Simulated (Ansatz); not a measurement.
**What a trial cell of Ta relaxes into**

Computed with Ansatz, DFT r2SCAN, scalar-relativistic, plane waves, PAW. Cutoff 500 eV, Γ-centred k mesh, Gaussian smearing, no spin polarisation in the final step.

The start puts Ta on the beta-tungsten (A15) structure type (Pm-3n, No. 223), at a guessed volume.

```
Ta
1.0
     5.31216    0.00000    0.00000
     0.00000    5.31216    0.00000
     0.00000    0.00000    5.31216
Ta
8
Direct
  0.50000 0.50000 0.50000
  0.00000 0.00000 0.00000
  0.25000 0.00000 0.50000
  0.50000 0.25000 0.00000
  0.50000 0.75000 0.00000
  0.75000 0.00000 0.50000
  0.00000 0.50000 0.75000
  0.00000 0.50000 0.25000
```

Cell and atoms relax at zero pressure; the relaxation can't lower the symmetry of the start.

Energies count from the standard state of Ta at the same level.

Describe the relaxed structure.

It keeps Pm-3n (No. 223). The result has the beta-tungsten (A15) structure. Conventional cell: a = 5.290 Å. Around Ta on Wyckoff site a (2 atoms of the primitive cell) lie 12 Ta at 2.96 Å; Ta on Wyckoff site c (6 atoms of the primitive cell) has 2 Ta at 2.64 Å, 4 Ta at 2.96 Å and 8 Ta at 3.24 Å.

```cif
data_structure
_symmetry_space_group_name_H-M 'Pm-3n'
_symmetry_Int_Tables_number 223
_cell_length_a 5.2898
_cell_length_b 5.2898
_cell_length_c 5.2898
_cell_angle_alpha 90.000
_cell_angle_beta 90.000
_cell_angle_gamma 90.000
_cell_volume 148.02
loop_
_atom_site_label
_atom_site_type_symbol
_atom_site_symmetry_multiplicity
_atom_site_Wyckoff_symbol
_atom_site_fract_x
_atom_site_fract_y
_atom_site_fract_z
_atom_site_occupancy
Ta1 Ta 2 a 0.50000 0.50000 0.50000 1
Ta2 Ta 6 c 0.25000 0.00000 0.50000 1
```

What are its volume, energy, density and gap?

The volume per atom is 18.50 Å³, the density is 16.24 g/cm³ and the energy over the standard structure is 0.02 eV/atom. The gap on the 8×8×8 mesh is 0 eV (a metal).

The final run used a 8×8×8 mesh on its 8-atom cell and 0.10 eV smearing. For metals, differences of a few meV/atom aren't resolved. Spin–orbit coupling is left out. A structure relaxed within its symmetry needn't be a true minimum. The steps took about 2.6 core-minutes in all.